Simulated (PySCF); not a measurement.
PySCF input (B3PW91/6-31G* (5d)):

```python
from pyscf import gto, dft

mol = gto.M(
    atom='''
    O     0.02204159    1.10436371   -0.00118827
    H    -0.92327012    1.31460394    0.01604549
    Cl    0.04393750   -0.59703021   -0.00038467
    ''',
    basis='6-31g*',
    charge=0,
    spin=0,
    verbose=4,
)

mf = dft.RKS(mol, xc='b3pw91')
mf.grids.level = 3
mf.conv_tol = 1e-9
mf.max_cycle = 100
mf.max_memory = 1500
mf.kernel()
if not mf.converged:
    mf = mf.newton()
    mf.kernel(mf.make_rdm1())
mf.dip_moment()
```

From the last part of the output:

```
grids dens level: 3
symmetrized grids: False
atomic radii adjust function: <function treutler_atomic_radii_adjust>
small_rho_cutoff = 0
Set gradient conv threshold to 3.16228e-05
Initial guess from minao.
tot grids = 42776
init E= -535.960999220874
  HOMO = -0.323712721166388  LUMO = -0.150347619371813  gap/eV = 4.71750
cycle= 1 E= -535.816508619921  delta_E= 0.144  |g|= 0.454  |ddm|= 1.77
  HOMO = -0.207839918095403  LUMO = -0.0268344223617207  gap/eV = 4.92541
cycle= 2 E= -535.755232211626  delta_E= 0.0613  |g|= 0.711  |ddm|= 0.789
  HOMO = -0.27948178280528  LUMO = -0.0704365061614189  gap/eV = 5.68841
cycle= 3 E= -535.854514650255  delta_E= -0.0993  |g|= 0.0892  |ddm|= 0.565
  HOMO = -0.284205261049505  LUMO = -0.0734770362845012  gap/eV = 5.73421
cycle= 4 E= -535.856525525365  delta_E= -0.00201  |g|= 0.01  |ddm|=  0.1
  HOMO = -0.282624756915153  LUMO = -0.0710933152199624  gap/eV = 5.75606
cycle= 5 E= -535.85655539939  delta_E= -2.99e-05  |g|= 0.00186  |ddm|= 0.0152
  HOMO = -0.282961597038587  LUMO = -0.0714455876709428  gap/eV = 5.75564
cycle= 6 E= -535.856556251218  delta_E= -8.52e-07  |g|= 0.000367  |ddm|= 0.0022
  HOMO = -0.282919356427841  LUMO = -0.071398204721731  gap/eV = 5.75578
cycle= 7 E= -535.856556286271  delta_E= -3.51e-08  |g|= 6.11e-05  |ddm|= 0.000437
  HOMO = -0.28292951804686  LUMO = -0.0714084832597912  gap/eV = 5.75578
cycle= 8 E= -535.856556287303  delta_E= -1.03e-09  |g|= 7.01e-06  |ddm|= 7.41e-05
  HOMO = -0.282928968717555  LUMO = -0.0714080713300458  gap/eV = 5.75578
cycle= 9 E= -535.856556287317  delta_E= -1.43e-11  |g|= 1.25e-06  |ddm|= 7.87e-06
  HOMO = -0.28292915248435  LUMO = -0.071408283594077  gap/eV = 5.75578
Extra cycle  E= -535.856556287316  delta_E= 5.68e-13  |g|= 1.31e-06  |ddm|= 2.89e-06
converged SCF energy = -535.856556287316
Dipole moment(X, Y, Z, Debye): -1.73957,  0.26081,  0.03180
```

The geometry given is a B3LYP-D3(BJ)/def2-TZVP minimum.
